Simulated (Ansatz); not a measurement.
System: 1T (CdI2-type) PtSe2. Method: PBEsol in Ansatz (PAW).

Run with plane-wave cutoff 520 eV, 24×24×16 k mesh (along the axes of the cell as run), Fermi–Dirac smearing 0.05 eV, scalar-relativistic PAW data made under PBE.

Computed at the level's own relaxed cell.

```
CELL_PARAMETERS angstrom
      3.76047     0.00000     0.00000
     -1.88023     3.25666     0.00000
      0.00000     0.00000     4.85872
ATOMIC_POSITIONS crystal
  Pt 0.00000 0.00000 0.00000
  Se 0.33333 0.66667 0.26096
  Se 0.66667 0.33333 0.73904
```

**Question.** Give the elastic tensor (Voigt notation, GPa, ions relaxed, in the Cartesian axes of the cell as printed).

**Answer.** 
```
  190.3    63.0    37.4   -21.6     0.0     0.0
   63.0   190.3    37.4    21.6     0.0     0.0
   37.4    37.4    48.8     0.0     0.0     0.0
  -21.6    21.6     0.0    38.1     0.0     0.0
    0.0     0.0     0.0     0.0    38.1   -21.6
    0.0     0.0     0.0     0.0   -21.6    63.7
```

Note: the solid has no gap at this level, which affects its response; the cell comes from a level without a dispersion term, which matters for the spacing of layers, chains or molecules.

Spin–orbit coupling is not included.

Computed values are for the static lattice.

Ansatz is a quantum-chemistry and plane-wave program.
